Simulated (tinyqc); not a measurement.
Worked calculation: CIS and TDHF on RHF in the sto-6g basis, for H2O, spin multiplicity 1. One step of it, computed by the program tinyqc.

Problem. TDHF (RPA) triplet states. B(ia,jb) = - (ib|ja); the squared energies are the eigenvalues of (A - B)(A + B); 1 hartree = 27.211386 eV.

CIS matrix A, triplet (hartree):
```
           1>6        1>7        2>6        2>7        3>6        3>7        4>6        4>7
1>6  20.236733  -0.000037   0.007734   0.000004  -0.000083  -0.008064  -0.019215   0.000110
1>7  -0.000037  20.299540   0.000004   0.008288  -0.008064   0.000144   0.000110  -0.003923
2>6   0.007734   0.000004   1.155797   0.000170  -0.001221  -0.088204  -0.049609   0.000376
2>7   0.000004   0.008288   0.000170   1.242022  -0.088204   0.001372   0.000376   0.013551
3>6  -0.000083  -0.008064  -0.001221  -0.088204   0.524296  -0.000109  -0.000846  -0.056963
3>7  -0.008064   0.000144  -0.088204   0.001372  -0.000109   0.580763  -0.056963   0.000896
4>6  -0.019215   0.000110  -0.049609   0.000376  -0.000846  -0.056963   0.435509  -0.000402
4>7   0.000110  -0.003923   0.000376   0.013551  -0.056963   0.000896  -0.000402   0.491250
5>6   0.000000   0.000000   0.000000   0.000000   0.000000   0.000000   0.000000   0.000000
5>7   0.000000   0.000000   0.000000   0.000000   0.000000   0.000000   0.000000   0.000000

           5>6        5>7
1>6   0.000000   0.000000
1>7   0.000000   0.000000
2>6   0.000000   0.000000
2>7   0.000000   0.000000
3>6   0.000000   0.000000
3>7   0.000000   0.000000
4>6   0.000000   0.000000
4>7   0.000000   0.000000
5>6   0.332334  -0.000065
5>7  -0.000065   0.400741
```

Two-electron integrals over orbitals (pq|rs), unique and non-zero (hartree):
```
(11|11) 4.762898    (21|11) -0.433640   (21|21) 0.063808    (22|11) 1.027170
(22|21) -0.015283   (22|22) 0.728141    (31|11) -0.000552   (31|21) 0.000071
(31|22) -0.000054   (31|31) 0.011411    (32|11) 0.000332    (32|21) -0.000032
(32|22) -0.000135   (32|31) 0.017436    (32|32) 0.135263    (33|11) 0.786213
(33|21) -0.004396   (33|22) 0.632189    (33|31) 0.000015    (33|32) 0.000030
(33|33) 0.613576    (41|11) 0.185221    (41|21) -0.024960   (41|22) 0.014462
(41|31) -0.000044   (41|32) -1.95e-06   (41|33) 0.005774    (41|41) 0.026986
(42|11) -0.153138   (42|21) 0.009389    (42|22) -0.014303   (42|31) 7.69e-07
(42|32) -0.000050   (42|33) 0.003609    (42|41) 0.017267    (42|42) 0.128355
(43|11) -0.000555   (43|21) 0.000022    (43|22) -0.000203   (43|31) -0.003308
(43|32) 0.023242    (43|33) -0.000158   (43|41) 0.000029    (43|42) 0.000276
(43|43) 0.053476    (44|11) 0.953979    (44|21) -0.011932   (44|22) 0.664605
(44|31) 1.56e-06    (44|32) 0.000274    (44|33) 0.581061    (44|41) -0.009444
(44|42) -0.097006   (44|43) -0.000212   (44|44) 0.724269    (51|51) 0.026673
(52|51) 0.032775    (52|52) 0.148239    (53|51) 0.000039    (53|52) 0.000138
(53|53) 0.027786    (54|51) -0.012955   (54|52) -0.046850   (54|53) -0.000076
(54|54) 0.051556    (55|11) 1.117094    (55|21) -0.011409   (55|22) 0.753164
(55|31) -0.000014   (55|32) 0.000161    (55|33) 0.617175    (55|41) 0.004601
(55|42) -0.079613   (55|43) -0.000309   (55|44) 0.701463    (55|55) 0.880663
(61|11) -0.218455   (61|21) 0.034608    (61|22) -0.001387   (61|31) 0.000128
(61|32) 0.000121    (61|33) 0.000845    (61|41) 0.000699    (61|42) 0.021449
(61|43) 0.000010    (61|44) -0.017389   (61|55) -0.005266   (61|61) 0.030579
(62|11) 0.291247    (62|21) -0.006792   (62|22) 0.139426    (62|31) 0.000073
(62|32) 0.000402    (62|33) 0.074433    (62|41) 0.019040    (62|42) 0.026599
(62|43) -0.000242   (62|44) 0.069179    (62|55) 0.148761    (62|61) 0.009584
(62|62) 0.099630    (63|11) 0.002556    (63|21) -0.000052   (63|22) 0.001147
(63|31) 0.003204    (63|32) -0.032991   (63|33) 0.000748    (63|41) 0.000012
(63|42) -0.000557   (63|43) -0.032833   (63|44) 0.000818    (63|55) 0.001400
(63|61) -0.000007   (63|62) 0.000715    (63|63) 0.068608    (64|11) 0.253266
(64|21) -0.002679   (64|22) 0.114841    (64|31) -0.000064   (64|32) -0.000515
(64|33) 0.048696    (64|41) 0.000214    (64|42) -0.050637   (64|43) -0.000345
(64|44) 0.130618    (64|55) 0.139867    (64|61) -0.001920   (64|62) 0.058888
(64|63) 0.001130    (64|64) 0.091055    (65|51) 0.013752    (65|52) 0.053052
(65|53) 0.000204    (65|54) 0.003278    (65|65) 0.035856    (66|11) 0.812421
(66|21) -0.007734   (66|22) 0.610942    (66|31) 0.000083    (66|32) 0.001221
(66|33) 0.563622    (66|41) 0.019215    (66|42) 0.049609    (66|43) 0.000846
(66|44) 0.553708    (66|55) 0.590417    (66|61) 0.009166    (66|62) 0.099762
(66|63) -0.000574   (66|64) 0.050832    (66|66) 0.598183    (71|11) 0.001848
(71|21) -0.000299   (71|22) -0.000007   (71|31) 0.015058    (71|32) 0.021781
(71|33) 0.000032    (71|41) 0.000029    (71|42) -0.000131   (71|43) -0.004499
(71|44) 0.000123    (71|55) 0.000044    (71|61) -0.000100   (71|62) 0.000071
(71|63) 0.003805    (71|64) -0.000066   (71|66) 0.000088    (71|71) 0.019905
(72|11) -0.002527   (72|21) 0.000055    (72|22) -0.001195   (72|31) 0.014442
(72|32) 0.048335    (72|33) -0.000457   (72|41) -0.000121   (72|42) -0.000028
(72|43) -0.034200   (72|44) -0.000745   (72|55) -0.001270   (72|61) 0.000073
(72|62) -0.000313   (72|63) 0.032717    (72|64) -0.000573   (72|66) -0.000894
(72|71) 0.018229    (72|72) 0.064770    (73|11) 0.366129    (73|21) -0.006924
(73|22) 0.151704    (73|31) -0.000005   (73|32) 0.000560    (73|33) 0.090079
(73|41) -0.000657   (73|42) -0.082189   (73|43) 0.000032    (73|44) 0.143724
(73|55) 0.196380    (73|61) -0.006162   (73|62) 0.071180    (73|63) 0.000550
(73|64) 0.096616    (73|66) 0.042950    (73|71) 0.000048    (73|72) -0.000835
(73|73) 0.159508    (74|11) -0.001182   (74|21) 0.000011    (74|22) -0.000452
(74|31) -0.009093   (74|32) -0.076520   (74|33) -0.000251   (74|41) -0.000021
(74|42) 0.000103    (74|43) -0.008848   (74|44) -0.000713   (74|55) -0.000641
(74|61) -0.000090   (74|62) -0.000477   (74|63) 0.049814    (74|64) 0.000147
(74|66) -0.001199   (74|71) -0.011825   (74|72) -0.015758   (74|73) -0.000910
(74|74) 0.072545    (75|51) -0.000115   (75|52) -0.000447   (75|53) 0.023725
(75|54) 0.000031    (75|65) -0.000097   (75|75) 0.024055    (76|11) 0.000037
(76|21) -3.78e-06   (76|22) -0.000170   (76|31) 0.008064    (76|32) 0.088204
(76|33) 0.000109    (76|41) -0.000110   (76|42) -0.000376   (76|43) 0.056963
(76|44) 0.000402    (76|55) 0.000065    (76|61) -0.000022   (76|62) -0.000297
(76|63) -0.060904   (76|64) -0.000643   (76|66) 0.001349    (76|71) 0.010138
(76|72) -0.008429   (76|73) 0.000836    (76|74) -0.061240   (76|76) 0.111894
(77|11) 0.836482    (77|21) -0.008288   (77|22) 0.611585    (77|31) -0.000144
(77|32) -0.001372   (77|33) 0.594023    (77|41) 0.003923    (77|42) -0.013551
(77|43) -0.000896   (77|44) 0.584835    (77|55) 0.608878    (77|61) -0.003513
(77|62) 0.063612    (77|63) 0.001557    (77|64) 0.044012    (77|66) 0.561014
(77|71) -0.000137   (77|72) -0.000445   (77|73) 0.086029    (77|74) 0.000788
(77|76) -0.001429   (77|77) 0.601345
```

Give: TDHF matrix B, triplet; squared energies w^2; TDHF energies from the positive w^2.

Solution.

TDHF matrix B, triplet (hartree):
```
         1>6      1>7      2>6      2>7      3>6      3>7      4>6      4>7
1>6  -0.0306   0.0001  -0.0096  -0.0001   0.0000  -0.0038   0.0019   0.0001
1>7   0.0001  -0.0199  -0.0001  -0.0182   0.0062   0.0000   0.0001   0.0118
2>6  -0.0096  -0.0001  -0.0996   0.0003  -0.0007  -0.0327  -0.0589   0.0006
2>7  -0.0001  -0.0182   0.0003  -0.0648  -0.0712   0.0008   0.0005   0.0158
3>6   0.0000   0.0062  -0.0007  -0.0712  -0.0686  -0.0005  -0.0011  -0.0966
3>7  -0.0038   0.0000  -0.0327   0.0008  -0.0005  -0.1595  -0.0498   0.0009
4>6   0.0019   0.0001  -0.0589   0.0005  -0.0011  -0.0498  -0.0911  -0.0001
4>7   0.0001   0.0118   0.0006   0.0158  -0.0966   0.0009  -0.0001  -0.0725
5>6   0.0000   0.0000   0.0000   0.0000   0.0000   0.0000   0.0000   0.0000
5>7   0.0000   0.0000   0.0000   0.0000   0.0000   0.0000   0.0000   0.0000

         5>6      5>7
1>6   0.0000   0.0000
1>7   0.0000   0.0000
2>6   0.0000   0.0000
2>7   0.0000   0.0000
3>6   0.0000   0.0000
3>7   0.0000   0.0000
4>6   0.0000   0.0000
4>7   0.0000   0.0000
5>6  -0.0359   0.0001
5>7   0.0001  -0.0241
```

squared energies w^2 (hartree^2): 0.1092  0.1378  0.1600  0.1694  0.3079  0.3340  1.3603  1.5605  409.5252  412.0703

TDHF energies from the positive w^2 (eV): 8.9905  10.1009  10.8850  11.1994  15.0984  15.7265  31.7366  33.9921  550.6695  552.3779
